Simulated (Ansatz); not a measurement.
# CH3BS: the cost of one run

Computed with the Python package of Ansatz 0.2.0. The levels of theory stand in the script.

## 1. The structure

Bond lengths: B1–C2 1.530 Å, C2–S3 1.408 Å, B1–H4 1.128 Å, B1–H5 1.247 Å, C2–H6 1.103 Å. Angles: B1–C2–S3 117.6°, B1–C2–H6 121.8°, S3–C2–H6 120.6°, C2–B1–H4 123.1°, C2–B1–H5 118.0°, H4–B1–H5 118.8°.

Input file ch3bs.xyz:

```xyz
6

B    -0.58380   -0.24460   -0.44340
C     0.56790    0.26690    0.42360
S     1.45520   -0.68600    0.95830
H    -0.73450   -1.33590   -0.68760
H    -1.37690    0.59310   -0.91730
H     0.71420    1.34240    0.62020
```

## 2. The code

File ch3bs_basis.py:

```python
"""Basis-set convergence for CH3BS."""

from dataclasses import dataclass
import logging
import sys

import ansatz as az

logging.basicConfig(stream=sys.stdout, format="%(name)s: %(message)s")
log = logging.getLogger("calc")
log.setLevel(logging.INFO)


@dataclass(frozen=True)
class Options:
    xc: str = "pbe0"


opts = Options()

system = az.Crystal.molecule_from_extxyz("ch3bs.xyz")

calc = system.calculation().functional(opts.xc)

energies = {}
for basis in ["STO-3G", "6-31G", "6-31G*", "def2-SVP", "def2-SVPD", "def2-TZVP", "def2-TZVPP"]:
    r = calc.basis(gaussian=basis).run(threads=1).report
    size = r["n_frozen"] + r["n_occupied"][0] + r["n_virtual"][0]
    energies[basis] = (r["reference_energy_ev"] / 27.211386246, r["free_energy_ev"] / 27.211386246)
    log.info(f"{basis:14s} {size:4d} orbitals  reference {energies[basis][0]:14.6f} Ha  total {energies[basis][1]:14.6f} Ha")

last = energies["def2-TZVPP"][1]
for basis, (_, total) in energies.items():
    log.info(f"{basis:14s} lies {27.211386 * (total - last):9.4f} eV above def2-TZVPP")
```

## 3. What the engine is handed

The engine receives this input (first run):

```yaml
crystal:
  periodic: [false, false, false]
  atoms:
    - { symbol: B, position_ang: [-0.5838, -0.2446, -0.4434] }
    - { symbol: C, position_ang: [0.5679, 0.2669, 0.4236] }
    - { symbol: S, position_ang: [1.4552, -0.686, 0.9583] }
    - { symbol: H, position_ang: [-0.7345, -1.3359, -0.6876] }
    - { symbol: H, position_ang: [-1.3769, 0.5931, -0.9173] }
    - { symbol: H, position_ang: [0.7142, 1.3424, 0.6202] }
basis:
  gaussian:
    orbitals: STO-3G
hamiltonian:
  xc: pbe0
```

## 4. The run

Launch:

```sh
python ch3bs_basis.py
```

**Question.** How long does this script take on 1 thread of AMD EPYC 7B13 (Zen 3), shared host, and how much memory does it need?

About 7.7 s, with a peak of 0.3 GiB.
